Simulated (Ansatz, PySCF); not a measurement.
This PySCF input computes a PBE/def2-TZVPD energy:

```python
from pyscf import gto, scf, dft

mol = gto.M(
    atom='''
    O    -0.00000000   -0.00000000   -0.10780208
    H     0.00000000    0.00000000    0.86241660
    ''',
    basis='def2-tzvpd',
    charge=-1,
    spin=0,
    verbose=4,
)

mf = dft.RKS(mol, xc='pbe').density_fit(auxbasis='def2-universal-jkfit')
mf.grids.level = 3
mf.conv_tol = 1e-9
mf.max_cycle = 100
mf.max_memory = 1500
mf.kernel()
if not mf.converged:
    mf = mf.newton()
    mf.kernel(mf.make_rdm1())
mf.analyze()
```

Problem. Write an input for the same energy in Ansatz (a quantum-chemistry and plane-wave program) and say what it gives.

Solution. 
Ansatz 0.2 input:
```yaml
crystal:
  periodic: [false, false, false]
  atoms:
    - {symbol: O, position_ang: [-0.00000000, -0.00000000, -0.10780208]}
    - {symbol: H, position_ang: [0.00000000, 0.00000000, 0.86241660]}
basis:
  gaussian:
    orbitals: def2-TZVPD
hamiltonian:
  xc: {name: PBE}
total_charge: -1
output: {forces: true}
```
It gives -75.75682 Eh, and PySCF -75.75686 Eh, a difference of 0.04 mEh, from the treatment of integrals and grids.
